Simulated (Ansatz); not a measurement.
# SiH (SMILES [SiH]) at UBHLYP/3-21G

Aim: the energy change on altering one bond length of SiH at UBHLYP/3-21G, from 2 runs. 

The results are computed with Ansatz 0.2.0.

66 further runs of the same task are left out: 2 that didn't finish, 64 set aside as unsound or not needed.

### Step 1. The system as given

SiH: 2 atoms, total charge 0, spin state doublet. As SMILES, `[SiH]`. The coordinates come from a GFN2-xTB relaxation.

Bond lengths: Si1–H2 1.517 Å.

### Step 2. The energy at UBHLYP/3-21G

job.yaml reads:

```yaml
crystal:
  periodic: [false, false, false]
  atoms:
    - symbol: Si
      position_ang: [0.000000, 0.000000, 0.000000]
    - symbol: H
      position_ang: [0.000000, 0.000000, 1.516560]
basis:
  gaussian: {orbitals: 3-21G.json}
accuracy: high
magnetization: {spin_polarized: true, initial_magnetization: 1}
hamiltonian: {xc: {name: BHLYP}}
```

The basis set 3-21G is read from a file made from the Basis Set Exchange's data (not shown).

Launch:

```
ansatz run job.yaml --threads 1 --pin off --max-ram 2610MiB --events-out events.jsonl --progress --plain --runs-dir runs
```

Log:

```text
Warning: RAYON_NUM_THREADS=1 ignored (pool sized by the plan → 1); use --threads N
Functional definition: BHLYP
  name "BHLYP"
  parameter a = 0.5
  exchange = (1 - a)*b88_x + a*exact_x
  correlation = lyp_c
284 factors; integrals over basis functions are off by at most 2.9e-9 eV
mean field evaluation 1: about -7849.2862 eV, gradient 2.3e0 eV
mean field evaluation 2: about -7849.3376 eV, gradient 5.7e-1 eV
mean field evaluation 4: about -7849.3394 eV, gradient 1.9e-1 eV
mean field evaluation 8: about -7849.3400 eV, gradient 5.3e-3 eV
mean field evaluation 16: about -7849.3400 eV, gradient 5.5e-8 eV
mean field -7849.34000026 eV, -288.4579245357 hartree, gradient 5.5e-8 eV, S^2 0.751058; 1 other end points of the search recorded, 0 dependent functions left out
reference -7849.34001733 eV, -288.4579251633 hartree; 8, 7 occupied and 7, 8 virtual orbitals, 284 factors
Total energy: -7849.34001733 eV, -288.4579251633 hartree
```

Run time: 0.6 s. Hardware: 1 thread of Arm Neoverse V2, shared host; peak memory 0.09 GiB.

### Step 3. The distorted shape, same level

molecule.yaml reads:

```yaml
crystal:
  periodic: [false, false, false]
  atoms:
    - {symbol: Si, position_ang: [0.000000, 0.000000, -0.379140]}
    - {symbol: H, position_ang: [0.000000, 0.000000, 1.516560]}
basis:
  gaussian: {orbitals: 3-21G.json}
hamiltonian: {xc: {name: BHLYP}}
magnetization: {spin_polarized: true, initial_magnetization: 1}
accuracy: high
```

The basis set 3-21G is read from a file made from the Basis Set Exchange's data (not shown).

Launch:

```
ansatz run molecule.yaml --threads 1 --pin off --max-ram 2610MiB --events-out events.jsonl --progress --plain --runs-dir runs
```

Log:

```text
Warning: RAYON_NUM_THREADS=1 ignored (pool sized by the plan → 1); use --threads N
[... 5 set-up lines as earlier in the session ...]
283 factors; integrals over basis functions are off by at most 2.9e-9 eV
mean field evaluation 1: about -7848.6715 eV, gradient 3.3e0 eV
mean field evaluation 2: about -7848.7809 eV, gradient 1.7e0 eV
mean field evaluation 4: about -7848.8145 eV, gradient 1.4e-1 eV
mean field evaluation 8: about -7848.8151 eV, gradient 2.6e-3 eV
mean field evaluation 16: about -7848.8151 eV, gradient 5.2e-8 eV
mean field -7848.81514196 eV, -288.4386363491 hartree, gradient 5.2e-8 eV, S^2 0.752471; 1 other end points of the search recorded, 0 dependent functions left out
reference -7848.81515917 eV, -288.4386369815 hartree; 8, 7 occupied and 7, 8 virtual orbitals, 283 factors
Total energy: -7848.81515917 eV, -288.4386369815 hartree
```

Wall time 0.6 s (1 thread of Arm Neoverse V2, shared host).

### Step 4. Summary of results

Level: UBHLYP/3-21G.

| quantity | value |
| --- | --- |
| first shape: total energy | -288.45793 Eh |
| first shape: ⟨S²⟩ | 0.751 |
| distorted shape: total energy | -288.43864 Eh |
| distorted shape: ⟨S²⟩ | 0.752 |
| energy change with the Si1–H2 bond stretched from 1.517 to 1.896 Å | 0.525 eV |

**Reading.** With the Si1–H2 bond stretched from 1.517 to 1.896 Å the energy rises by 0.52 eV (50.6 kJ/mol). The first shape isn't relaxed at this level, so the change isn't measured from a minimum.
